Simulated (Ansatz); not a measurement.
# H₂O₂ (triplet): RPA-PBE over a scan of the distance O1–H3 along a hydrogen transfer, cc-pVDZ

How well do these functionals follow the top wave-function level for H₂O₂ (triplet) over a scan of the distance O1–H3 along a hydrogen transfer?

Computed with Ansatz 0.2.0, Gaussian basis. Level: cc-pVDZ, all electrons in the functionals, frozen cores in the correlation of double hybrids and RPA.

To be run: RPA-PBE, at 0.892 Å; 0.960 Å; 1.041 Å; 1.123 Å; 1.204 Å; 1.286 Å; 1.368 Å; 1.449 Å; 1.531 Å.

9 further runs of the same task are left out: 8 that didn't finish, 1 set aside as unsound or not needed.

**1. What is computed**

The geometry derives from fragments relaxed apart (PBE0/def2-TZVP) and kept rigid, so it is no stationary point. A hydrogen atom is moved between rigid fragments.

4 atoms, charge 0, spin multiplicity 3.

Atoms are counted from 1 here; the program's logs count them from 0.

Bond lengths: O1–H2 0.960 Å, O1–H3 0.960 Å. Angles: H2–O1–H3 105.1°.

No dispersion term is added.

The geometry shown and the zero of energy belong to the point 0.960 Å. The yardstick, UCCSDT(Q), and other wave-function levels (R restricted, U unrestricted, valence and pair active spaces) come from earlier runs.

**2. RPA-PBE, 0.892 Å**

File in.yaml:

```yaml
crystal:
  periodic: [false, false, false]
  atoms:
    - {symbol: O, position_ang: [-1.204841, -0.027457, 0.000000]}
    - {symbol: H, position_ang: [-1.454151, 0.899119, 0.000000]}
    - {symbol: H, position_ang: [-0.312841, -0.027457, 0.000000]}
    - {symbol: O, position_ang: [1.316159, -0.027457, 0.000000]}
basis:
  gaussian: {orbitals: cc-pVDZ}
magnetization: {spin_polarized: true, initial_magnetization: 2}
hamiltonian: {xc: {name: PBE}}
correlation: {method: rpa, electrons: outside_noble_gas}
```

Run with:

```
ansatz run in.yaml --threads 1 --pin off --events-out ev --progress --plain --max-ram 2393MiB
```

Log:

```text
Functional definition: PBE
  name "PBE"
  cite "Perdew, Burke & Ernzerhof, Phys. Rev. Lett. 77, 3865 (1996) doi:10.1103/PhysRevLett.77.3865"
  parent pbe
  parameter kappa = 0.804
  parameter beta = 0.06672455060314922
  exchange = pbe_x(kappa = kappa, mu = beta*pi^2/3)
  correlation = pbe_c(beta = beta)
343 factors; integrals over basis functions are off by at most 1.5e-3 eV
mean field evaluation 1: about -4112.1626 eV, gradient 3.9e1 eV
mean field evaluation 2: about -4112.1596 eV, gradient 3.9e1 eV
mean field evaluation 4: about -4113.7346 eV, gradient 2.8e1 eV
mean field evaluation 8: about -4115.7413 eV, gradient 1.7e1 eV
mean field evaluation 16: about -4117.4383 eV, gradient 4.7e-2 eV
mean field evaluation 32: about -4112.8739 eV, gradient 5.5e0 eV
mean field evaluation 64: about -4117.3901 eV, gradient 2.7e-1 eV
mean field evaluation 96: about -4117.3587 eV, gradient 1.4e0 eV
mean field evaluation 128: about -4107.9275 eV, gradient 3.7e1 eV
mean field evaluation 160: about -4117.4384 eV, gradient 6.1e-2 eV
mean field evaluation 192: about -4117.4050 eV, gradient 1.1e0 eV
mean field -4117.43844258 eV, -151.3130718649 hartree, gradient 5.5e-7 eV, S^2 2.002530; 15 other end points of the search recorded, 0 dependent functions left out
2 core orbitals not correlated: weight in the atoms' cores, before any rotation towards them, 1.000 or more for the frozen orbitals, at most 0.000 for the correlated occupied ones
reference -4102.03775843 eV, -150.7471071612 hartree; 8, 6 occupied and 28, 30 virtual orbitals, 343 factors
Total energy: -4116.87404960 eV, -151.2923308053 hartree
```

Wall time 7.5 s (1 thread of AMD EPYC 7R43, shared host).

From the report: ⟨S²⟩ of the determinant 2.003 (pure triplet: 2.00).

**3. RPA-PBE, 0.960 Å**

File in.yaml:

```yaml
crystal:
  periodic: [false, false, false]
  atoms:
    - {symbol: O, position_ang: [-1.206842, -0.027457, 0.000000]}
    - {symbol: H, position_ang: [-1.456152, 0.899119, 0.000000]}
    - {symbol: H, position_ang: [-0.247313, -0.027457, 0.000000]}
    - {symbol: O, position_ang: [1.314158, -0.027457, 0.000000]}
basis:
  gaussian: {orbitals: cc-pVDZ}
magnetization: {spin_polarized: true, initial_magnetization: 2}
hamiltonian: {xc: {name: PBE}}
correlation: {method: rpa, electrons: outside_noble_gas}
```

The command is unchanged.

Log:

```text
Functional definition: PBE
  name "PBE"
  cite "Perdew, Burke & Ernzerhof, Phys. Rev. Lett. 77, 3865 (1996) doi:10.1103/PhysRevLett.77.3865"
  parent pbe
  parameter kappa = 0.804
  parameter beta = 0.06672455060314922
  exchange = pbe_x(kappa = kappa, mu = beta*pi^2/3)
  correlation = pbe_c(beta = beta)
343 factors; integrals over basis functions are off by at most 1.4e-3 eV
mean field evaluation 1: about -4112.3849 eV, gradient 3.9e1 eV
mean field evaluation 2: about -4112.3822 eV, gradient 3.9e1 eV
mean field evaluation 4: about -4114.2029 eV, gradient 2.7e1 eV
mean field evaluation 8: about -4113.8487 eV, gradient 2.6e1 eV
mean field evaluation 16: about -4117.6857 eV, gradient 3.5e-2 eV
mean field evaluation 32: about -4113.8672 eV, gradient 1.0e-1 eV
mean field evaluation 64: about -4117.6765 eV, gradient 1.1e-1 eV
mean field evaluation 96: about -4117.6853 eV, gradient 4.9e-2 eV
mean field evaluation 128: about -4117.6804 eV, gradient 9.9e-2 eV
mean field evaluation 160: about -4117.6828 eV, gradient 4.4e-1 eV
mean field -4117.68585102 eV, -151.3221639573 hartree, gradient 1.7e-6 eV, S^2 2.002669; 11 other end points of the search recorded, 0 dependent functions left out
2 core orbitals not correlated: weight in the atoms' cores, before any rotation towards them, 1.000 or more for the frozen orbitals, at most 0.000 for the correlated occupied ones
reference -4101.81721135 eV, -150.7390022055 hartree; 8, 6 occupied and 28, 30 virtual orbitals, 343 factors
Total energy: -4117.08906000 eV, -151.3002322917 hartree
```

Wall time 6 s (1 thread of AMD EPYC 7R43, shared host).

From the report: ⟨S²⟩ of the determinant 2.003 (pure triplet: 2.00).

**4. RPA-PBE, 1.041 Å**

File in.yaml:

```yaml
crystal:
  periodic: [false, false, false]
  atoms:
    - {symbol: O, position_ang: [-1.209256, -0.027457, 0.000000]}
    - {symbol: H, position_ang: [-1.458566, 0.899119, 0.000000]}
    - {symbol: H, position_ang: [-0.168256, -0.027457, 0.000000]}
    - {symbol: O, position_ang: [1.311744, -0.027457, 0.000000]}
basis:
  gaussian: {orbitals: cc-pVDZ}
magnetization: {spin_polarized: true, initial_magnetization: 2}
hamiltonian: {xc: {name: PBE}}
correlation: {method: rpa, electrons: outside_noble_gas}
```

Launched as before.

Log:

```text
Functional definition: PBE
  name "PBE"
  cite "Perdew, Burke & Ernzerhof, Phys. Rev. Lett. 77, 3865 (1996) doi:10.1103/PhysRevLett.77.3865"
  parent pbe
  parameter kappa = 0.804
  parameter beta = 0.06672455060314922
  exchange = pbe_x(kappa = kappa, mu = beta*pi^2/3)
  correlation = pbe_c(beta = beta)
343 factors; integrals over basis functions are off by at most 1.4e-3 eV
mean field evaluation 1: about -4112.1168 eV, gradient 3.9e1 eV
mean field evaluation 2: about -4112.1142 eV, gradient 3.9e1 eV
mean field evaluation 4: about -4114.3599 eV, gradient 2.6e1 eV
mean field evaluation 8: about -4117.4401 eV, gradient 7.0e0 eV
mean field evaluation 16: about -4117.7110 eV, gradient 1.1e-1 eV
mean field evaluation 32: about -4117.4049 eV, gradient 5.3e0 eV
mean field evaluation 64: about -4117.7111 eV, gradient 9.8e-6 eV
mean field evaluation 96: about -4117.5435 eV, gradient 5.9e-1 eV
mean field evaluation 128: about -4116.7129 eV, gradient 1.3e1 eV
mean field evaluation 160: about -4117.6958 eV, gradient 2.6e-1 eV
mean field -4117.71112143 eV, -151.3230926276 hartree, gradient 5.0e-6 eV, S^2 2.002873; 11 other end points of the search recorded, 0 dependent functions left out
2 core orbitals not correlated: weight in the atoms' cores, before any rotation towards them, 1.000 or more for the frozen orbitals, at most 0.000 for the correlated occupied ones
reference -4101.22079812 eV, -150.7170844236 hartree; 8, 6 occupied and 28, 30 virtual orbitals, 343 factors
Total energy: -4117.08364125 eV, -151.3000331563 hartree
```

Wall time 6 s (1 thread of AMD EPYC 7R43, shared host).

From the report: ⟨S²⟩ of the determinant 2.003 (pure triplet: 2.00).

From 0.960 Å: +0.1 kcal/mol.

**5. RPA-PBE, 1.123 Å**

File in.yaml:

```yaml
crystal:
  periodic: [false, false, false]
  atoms:
    - {symbol: O, position_ang: [-1.211686, -0.027457, 0.000000]}
    - {symbol: H, position_ang: [-1.460996, 0.899119, 0.000000]}
    - {symbol: H, position_ang: [-0.088686, -0.027457, 0.000000]}
    - {symbol: O, position_ang: [1.309314, -0.027457, 0.000000]}
basis:
  gaussian: {orbitals: cc-pVDZ}
magnetization: {spin_polarized: true, initial_magnetization: 2}
hamiltonian: {xc: {name: PBE}}
correlation: {method: rpa, electrons: outside_noble_gas}
```

Launched as before.

Log:

```text
Functional definition: PBE
  name "PBE"
  cite "Perdew, Burke & Ernzerhof, Phys. Rev. Lett. 77, 3865 (1996) doi:10.1103/PhysRevLett.77.3865"
  parent pbe
  parameter kappa = 0.804
  parameter beta = 0.06672455060314922
  exchange = pbe_x(kappa = kappa, mu = beta*pi^2/3)
  correlation = pbe_c(beta = beta)
343 factors; integrals over basis functions are off by at most 1.4e-3 eV
mean field evaluation 1: about -4111.4390 eV, gradient 4.0e1 eV
mean field evaluation 2: about -4111.4365 eV, gradient 4.0e1 eV
mean field evaluation 4: about -4114.3119 eV, gradient 2.5e1 eV
mean field evaluation 8: about -4116.7174 eV, gradient 1.3e1 eV
mean field evaluation 16: about -4117.6051 eV, gradient 2.4e-4 eV
mean field evaluation 32: about -4117.5805 eV, gradient 2.1e-1 eV
mean field evaluation 64: about -4117.6014 eV, gradient 7.5e-2 eV
mean field evaluation 96: about -4117.4949 eV, gradient 1.4e0 eV
mean field evaluation 128: about -4117.5926 eV, gradient 1.5e0 eV
mean field evaluation 160: about -4117.3171 eV, gradient 3.9e0 eV
mean field -4117.60513719 eV, -151.3191977787 hartree, gradient 3.4e-7 eV, S^2 2.003080; 11 other end points of the search recorded, 0 dependent functions left out
2 core orbitals not correlated: weight in the atoms' cores, before any rotation towards them, 1.000 or more for the frozen orbitals, at most 0.000 for the correlated occupied ones
reference -4100.51928777 eV, -150.6913043938 hartree; 8, 6 occupied and 28, 30 virtual orbitals, 343 factors
Total energy: -4116.96195879 eV, -151.2955614083 hartree
```

Run time: 6 s. Hardware: 1 thread of AMD EPYC 7R43, shared host.

From the report: ⟨S²⟩ of the determinant 2.003 (pure triplet: 2.00).

From 0.960 Å: +2.9 kcal/mol.

**6. RPA-PBE, 1.204 Å**

File in.yaml:

```yaml
crystal:
  periodic: [false, false, false]
  atoms:
    - {symbol: O, position_ang: [-1.214086, -0.027457, 0.000000]}
    - {symbol: H, position_ang: [-1.463396, 0.899119, 0.000000]}
    - {symbol: H, position_ang: [-0.010086, -0.027457, 0.000000]}
    - {symbol: O, position_ang: [1.306914, -0.027457, 0.000000]}
basis:
  gaussian: {orbitals: cc-pVDZ}
magnetization: {spin_polarized: true, initial_magnetization: 2}
hamiltonian: {xc: {name: PBE}}
correlation: {method: rpa, electrons: outside_noble_gas}
```

Launched as before.

Log:

```text
Functional definition: PBE
  name "PBE"
  cite "Perdew, Burke & Ernzerhof, Phys. Rev. Lett. 77, 3865 (1996) doi:10.1103/PhysRevLett.77.3865"
  parent pbe
  parameter kappa = 0.804
  parameter beta = 0.06672455060314922
  exchange = pbe_x(kappa = kappa, mu = beta*pi^2/3)
  correlation = pbe_c(beta = beta)
345 factors; integrals over basis functions are off by at most 1.4e-3 eV
mean field evaluation 1: about -4110.5136 eV, gradient 4.1e1 eV
mean field evaluation 2: about -4110.5118 eV, gradient 4.1e1 eV
mean field evaluation 4: about -4114.3050 eV, gradient 2.3e1 eV
mean field evaluation 8: about -4114.3050 eV, gradient 2.3e1 eV
mean field evaluation 16: about -4117.4846 eV, gradient 3.1e-4 eV
mean field evaluation 32: about -4117.4845 eV, gradient 9.2e-2 eV
mean field evaluation 64: about -4117.4762 eV, gradient 2.8e-1 eV
mean field evaluation 96: about -4117.4509 eV, gradient 2.5e0 eV
mean field evaluation 128: about -4117.4764 eV, gradient 2.3e-1 eV
mean field evaluation 160: about -4117.0038 eV, gradient 4.6e-1 eV
mean field -4117.48456115 eV, -151.3147666911 hartree, gradient 8.0e-6 eV, S^2 2.003214; 11 other end points of the search recorded, 0 dependent functions left out
2 core orbitals not correlated: weight in the atoms' cores, before any rotation towards them, 1.000 or more for the frozen orbitals, at most 0.000 for the correlated occupied ones
reference -4099.98572328 eV, -150.6716962604 hartree; 8, 6 occupied and 28, 30 virtual orbitals, 345 factors
Total energy: -4116.83404867 eV, -151.2908607981 hartree
```

Run time: 5.5 s. Hardware: 1 thread of AMD EPYC 7R43, shared host.

From the report: ⟨S²⟩ of the determinant 2.003 (pure triplet: 2.00).

From 0.960 Å: +5.9 kcal/mol.

**7. RPA-PBE, 1.286 Å**

File in.yaml:

```yaml
crystal:
  periodic: [false, false, false]
  atoms:
    - {symbol: O, position_ang: [-1.216516, -0.027457, 0.000000]}
    - {symbol: H, position_ang: [-1.465826, 0.899119, 0.000000]}
    - {symbol: H, position_ang: [0.069484, -0.027457, 0.000000]}
    - {symbol: O, position_ang: [1.304484, -0.027457, 0.000000]}
basis:
  gaussian: {orbitals: cc-pVDZ}
magnetization: {spin_polarized: true, initial_magnetization: 2}
hamiltonian: {xc: {name: PBE}}
correlation: {method: rpa, electrons: outside_noble_gas}
```

The command is unchanged.

Log:

```text
Functional definition: PBE
  name "PBE"
  cite "Perdew, Burke & Ernzerhof, Phys. Rev. Lett. 77, 3865 (1996) doi:10.1103/PhysRevLett.77.3865"
  parent pbe
  parameter kappa = 0.804
  parameter beta = 0.06672455060314922
  exchange = pbe_x(kappa = kappa, mu = beta*pi^2/3)
  correlation = pbe_c(beta = beta)
344 factors; integrals over basis functions are off by at most 1.6e-3 eV
mean field evaluation 1: about -4109.4690 eV, gradient 4.3e1 eV
mean field evaluation 2: about -4109.4675 eV, gradient 4.3e1 eV
mean field evaluation 4: about -4115.5616 eV, gradient 1.9e1 eV
mean field evaluation 8: about -4115.5616 eV, gradient 1.9e1 eV
mean field evaluation 16: about -4117.4078 eV, gradient 5.4e-4 eV
mean field evaluation 32: about -4117.4042 eV, gradient 1.4e-1 eV
mean field evaluation 64: about -4117.2085 eV, gradient 9.2e-1 eV
mean field evaluation 96: about -4116.9282 eV, gradient 1.4e0 eV
mean field evaluation 128: about -4117.3988 eV, gradient 4.9e-1 eV
mean field evaluation 160: about -4116.0607 eV, gradient 1.3e0 eV
mean field -4117.40782889 eV, -151.3119468323 hartree, gradient 1.2e-6 eV, S^2 2.003236; 9 other end points of the search recorded, 0 dependent functions left out
2 core orbitals not correlated: weight in the atoms' cores, before any rotation towards them, 1.000 or more for the frozen orbitals, at most 0.000 for the correlated occupied ones
reference -4099.78797307 eV, -150.6644290743 hartree; 8, 6 occupied and 28, 30 virtual orbitals, 344 factors
Total energy: -4116.75351614 eV, -151.2879012823 hartree
```

It took 6.5 s on 1 thread of AMD EPYC 7R43, shared host.

From the report: ⟨S²⟩ of the determinant 2.003 (pure triplet: 2.00).

From 0.960 Å: +7.7 kcal/mol.

**8. RPA-PBE, 1.368 Å**

File in.yaml:

```yaml
crystal:
  periodic: [false, false, false]
  atoms:
    - {symbol: O, position_ang: [-1.218946, -0.027457, 0.000000]}
    - {symbol: H, position_ang: [-1.468256, 0.899119, 0.000000]}
    - {symbol: H, position_ang: [0.149054, -0.027457, 0.000000]}
    - {symbol: O, position_ang: [1.302054, -0.027457, 0.000000]}
basis:
  gaussian: {orbitals: cc-pVDZ}
magnetization: {spin_polarized: true, initial_magnetization: 2}
hamiltonian: {xc: {name: PBE}}
correlation: {method: rpa, electrons: outside_noble_gas}
```

Launched as before.

Log:

```text
Functional definition: PBE
  name "PBE"
  cite "Perdew, Burke & Ernzerhof, Phys. Rev. Lett. 77, 3865 (1996) doi:10.1103/PhysRevLett.77.3865"
  parent pbe
  parameter kappa = 0.804
  parameter beta = 0.06672455060314922
  exchange = pbe_x(kappa = kappa, mu = beta*pi^2/3)
  correlation = pbe_c(beta = beta)
343 factors; integrals over basis functions are off by at most 1.5e-3 eV
mean field evaluation 1: about -4108.4965 eV, gradient 4.4e1 eV
mean field evaluation 2: about -4108.4942 eV, gradient 4.4e1 eV
mean field evaluation 4: about -4105.4162 eV, gradient 4.8e1 eV
mean field evaluation 8: about -4112.1910 eV, gradient 2.7e1 eV
mean field evaluation 16: about -4117.3880 eV, gradient 7.1e-5 eV
mean field evaluation 32: about -4117.2809 eV, gradient 1.2e0 eV
mean field evaluation 64: about -4116.9170 eV, gradient 9.0e-6 eV
mean field evaluation 96: about -4116.9405 eV, gradient 5.4e-1 eV
mean field evaluation 128: about -4117.3661 eV, gradient 2.4e-1 eV
mean field evaluation 160: about -4117.3880 eV, gradient 1.9e-6 eV
mean field -4117.38797718 eV, -151.3112172955 hartree, gradient 1.9e-6 eV, S^2 2.003167; 9 other end points of the search recorded, 0 dependent functions left out
2 core orbitals not correlated: weight in the atoms' cores, before any rotation towards them, 1.000 or more for the frozen orbitals, at most 0.000 for the correlated occupied ones
reference -4099.97481742 eV, -150.6712954776 hartree; 8, 6 occupied and 28, 30 virtual orbitals, 343 factors
Total energy: -4116.73462665 eV, -151.2872071063 hartree
```

Wall time 6.5 s (1 thread of AMD EPYC 7R43, shared host).

From the report: ⟨S²⟩ of the determinant 2.003 (pure triplet: 2.00).

From 0.960 Å: +8.2 kcal/mol.

**9. RPA-PBE, 1.449 Å**

File in.yaml:

```yaml
crystal:
  periodic: [false, false, false]
  atoms:
    - {symbol: O, position_ang: [-1.221346, -0.027457, 0.000000]}
    - {symbol: H, position_ang: [-1.470656, 0.899119, 0.000000]}
    - {symbol: H, position_ang: [0.227654, -0.027457, 0.000000]}
    - {symbol: O, position_ang: [1.299654, -0.027457, 0.000000]}
basis:
  gaussian: {orbitals: cc-pVDZ}
magnetization: {spin_polarized: true, initial_magnetization: 2}
hamiltonian: {xc: {name: PBE}}
correlation: {method: rpa, electrons: outside_noble_gas}
```

Same command.

Log:

```text
Functional definition: PBE
  name "PBE"
  cite "Perdew, Burke & Ernzerhof, Phys. Rev. Lett. 77, 3865 (1996) doi:10.1103/PhysRevLett.77.3865"
  parent pbe
  parameter kappa = 0.804
  parameter beta = 0.06672455060314922
  exchange = pbe_x(kappa = kappa, mu = beta*pi^2/3)
  correlation = pbe_c(beta = beta)
343 factors; integrals over basis functions are off by at most 1.5e-3 eV
mean field evaluation 1: about -4107.8844 eV, gradient 4.5e1 eV
mean field evaluation 2: about -4107.8816 eV, gradient 4.5e1 eV
mean field evaluation 4: about -4098.8924 eV, gradient 5.4e1 eV
mean field evaluation 8: about -4109.8368 eV, gradient 3.3e1 eV
mean field evaluation 16: about -4117.3858 eV, gradient 5.6e-3 eV
mean field evaluation 32: about -4117.3857 eV, gradient 3.4e-2 eV
mean field evaluation 64: about -4117.1865 eV, gradient 1.2e0 eV
mean field evaluation 96: about -4117.1793 eV, gradient 3.0e-1 eV
mean field evaluation 128: about -4116.8388 eV, gradient 1.9e0 eV
mean field -4117.38575882 eV, -151.3111357723 hartree, gradient 1.2e-6 eV, S^2 2.003061; 9 other end points of the search recorded, 0 dependent functions left out
2 core orbitals not correlated: weight in the atoms' cores, before any rotation towards them, 1.000 or more for the frozen orbitals, at most 0.000 for the correlated occupied ones
reference -4100.42264139 eV, -150.6877527047 hartree; 8, 6 occupied and 28, 30 virtual orbitals, 343 factors
Total energy: -4116.74054762 eV, -151.2874246979 hartree
```

It took 5.5 s on 1 thread of AMD EPYC 7R43, shared host.

From the report: ⟨S²⟩ of the determinant 2.003 (pure triplet: 2.00).

From 0.960 Å: +8.0 kcal/mol.

**10. RPA-PBE, 1.531 Å**

File in.yaml:

```yaml
crystal:
  periodic: [false, false, false]
  atoms:
    - {symbol: O, position_ang: [-1.223776, -0.027457, 0.000000]}
    - {symbol: H, position_ang: [-1.473086, 0.899119, 0.000000]}
    - {symbol: H, position_ang: [0.307224, -0.027457, 0.000000]}
    - {symbol: O, position_ang: [1.297224, -0.027457, 0.000000]}
basis:
  gaussian: {orbitals: cc-pVDZ}
magnetization: {spin_polarized: true, initial_magnetization: 2}
hamiltonian: {xc: {name: PBE}}
correlation: {method: rpa, electrons: outside_noble_gas}
```

Same command.

Log:

```text
Functional definition: PBE
  name "PBE"
  cite "Perdew, Burke & Ernzerhof, Phys. Rev. Lett. 77, 3865 (1996) doi:10.1103/PhysRevLett.77.3865"
  parent pbe
  parameter kappa = 0.804
  parameter beta = 0.06672455060314922
  exchange = pbe_x(kappa = kappa, mu = beta*pi^2/3)
  correlation = pbe_c(beta = beta)
343 factors; integrals over basis functions are off by at most 1.5e-3 eV
mean field evaluation 1: about -4108.7025 eV, gradient 4.3e1 eV
mean field evaluation 2: about -4108.6995 eV, gradient 4.3e1 eV
mean field evaluation 4: about -4101.2084 eV, gradient 5.0e1 eV
mean field evaluation 8: about -4117.3090 eV, gradient 9.8e-2 eV
mean field evaluation 16: about -4113.5181 eV, gradient 2.3e1 eV
mean field evaluation 32: about -4116.9131 eV, gradient 3.9e-1 eV
mean field evaluation 64: about -4117.2457 eV, gradient 1.9e0 eV
mean field evaluation 96: about -4117.0119 eV, gradient 8.5e-1 eV
mean field evaluation 128: about -4117.2921 eV, gradient 5.2e-1 eV
mean field -4117.30952953 eV, -151.3083343975 hartree, gradient 1.8e-6 eV, S^2 2.002951; 10 other end points of the search recorded, 0 dependent functions left out
2 core orbitals not correlated: weight in the atoms' cores, before any rotation towards them, 1.000 or more for the frozen orbitals, at most 0.000 for the correlated occupied ones
reference -4100.92119851 eV, -150.7060743410 hartree; 8, 6 occupied and 28, 30 virtual orbitals, 343 factors
Total energy: -4116.68015590 eV, -151.2852053434 hartree
```

Wall time 6 s (1 thread of AMD EPYC 7R43, shared host).

From the report: ⟨S²⟩ of the determinant 2.003 (pure triplet: 2.00).

From 0.960 Å: +9.4 kcal/mol.

**11. Against the wave-function levels**

The yardstick is UCCSDT(Q), where the cluster series has nearly closed. It comes from earlier runs at the same points. Energies in kcal/mol, counted from 0.960 Å; blanks weren't run or aren't comparable.

```tsv
level	0.892 Å	0.960 Å	1.041 Å	1.123 Å	1.204 Å	1.286 Å	1.368 Å	1.449 Å	1.531 Å
UCCSDT(Q)	2.5	0.0	4.5		20.0	23.6	22.4	18.5	15.5
RPA-PBE	5.0	0.0	0.1	2.9	5.9	7.7	8.2	8.0	9.4
```

Largest miss and mean time a point (UCCSDT(Q) took 49 s a point; shared hosts):

```tsv
level	largest miss (kcal/mol)	where	time a point
RPA-PBE	-15.9	1.286 Å	6.2 s
```

**12. Results**

| quantity | value |
| --- | --- |
| span of the UCCSDT(Q) curve (points where it is known) | 23.6 kcal/mol |
| largest miss, RPA-PBE | -15.9 kcal/mol (1.286 Å) |

What this shows: Misses are known at 7 of 8 points at best, and only functionals with that many are ranked. RPA-PBE strays by up to 15.9 kcal/mol, at 1.286 Å. Functionals and the yardstick converge differently with the basis, so part of each miss in cc-pVDZ is the basis.
